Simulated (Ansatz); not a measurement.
The input, for Ansatz 0.2.0:

```yaml
crystal:
  periodic: [false, false, false]
  atoms:
    - {symbol: S, position_ang: [0.000000, -0.054171, 0.000000]}
    - {symbol: H, position_ang: [0.000000, 1.827829, 0.000000]}
    - {symbol: H, position_ang: [0.000000, -0.052260, 1.520127]}
    - {symbol: H, position_ang: [0.000000, -0.052260, -1.520127]}
basis:
  gaussian: {orbitals: 6-31G}
total_charge: 1
magnetization: {spin_polarized: false, initial_magnetization: 2}
correlation: {active_space: {ras: {orbitals: [3, 2, 9], electrons: 8, max_holes: 3, max_particles: 3}, fixed_orbitals: true}}
accuracy: high
output: {forces: true}
```

```sh
$ ansatz run in.yaml --threads 1 --pin off --events-out ev --progress --plain --max-ram 2393MiB
```

Q: Roughly how long does this take on 1 thread of Intel Xeon 6975P-C, shared host, and how much host memory?

A: 0.63 s wall and 0.13 GiB.

```
401 factors; integrals over basis functions are off by at most 4.3e-9 eV
mean field evaluation 1: about -10847.5428 eV, gradient 8.1e0 eV
mean field evaluation 2: about -10847.5488 eV, gradient 8.1e0 eV
mean field evaluation 4: about -10847.9925 eV, gradient 6.3e-1 eV
mean field evaluation 8: about -10847.9966 eV, gradient 2.3e-4 eV
mean field -10847.99662346 eV, -398.6565228760 hartree, gradient 2.9e-8 eV, S^2 2.000000; 0 other end points of the search recorded, 0 dependent functions left out
reference -10847.99662346 eV, -398.6565228760 hartree; 10, 8 occupied and 9, 11 virtual orbitals, 401 factors
state -10850.67773652 eV, -398.7550519637 hartree
the calculation of the forces begins
mean field evaluation 16: about -10847.9966 eV, gradient 2.9e-8 eV
Total energy: -10850.67773652 eV, -398.7550519637 hartree
Atom 0 at     0.000000    -0.054171     0.000000 Å, force     0.000000     2.608398    -0.000000 eV/Å
Atom 1 at     0.000000     1.827829     0.000000 Å, force     0.000000    -2.694091     0.000000 eV/Å
Atom 2 at     0.000000    -0.052260     1.520127 Å, force    -0.000000     0.042847     1.428998 eV/Å
Atom 3 at     0.000000    -0.052260    -1.520127 Å, force    -0.000000     0.042847    -1.428998 eV/Å
Dipole moment:    -0.000000     0.365521    -0.000000 e Å
```

Natural occupations: 1.9886 1.9519 1.8946 1.0002 0.9975 0.1051 0.0453 0.0044 0.0041 0.0028 0.0024 0.0023 0.0006 0.0004.

Forces (eV/Å):
```
S    0.000  2.608  0.000
H    0.000 -2.694  0.000
H    0.000  0.043  1.429
H    0.000  0.043 -1.429
```
